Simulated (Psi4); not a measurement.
This Psi4 input (MP2/6-311+G**) gives -537.97198 Eh with 98 basis functions.

```
memory 8100 MB

molecule {
-1 1
C    -0.01183665    0.99144419    0.16305088
C     1.48020722    0.71088388    0.05518583
Cl   -0.83320109   -0.80067899   -0.03691672
H    -0.32290259    1.38674071   -0.81937582
H     1.98476567    1.68889719    0.00569105
H     1.86225212    0.20273138    0.94920951
H     1.83008002    0.11920500   -0.81736090
}

set {
  basis 6-311+g**
  scf_type df
  freeze_core true
}

energy('mp2')
print_variables()
```

Change:
```diff
- basis 6-311+g**
+ basis cc-pv(t+d)z
```

Question: What does the run give now?

Answer: -538.08799 Eh (MP2/cc-pV(T+d)Z, 155 functions), a change of -116.01 mEh.
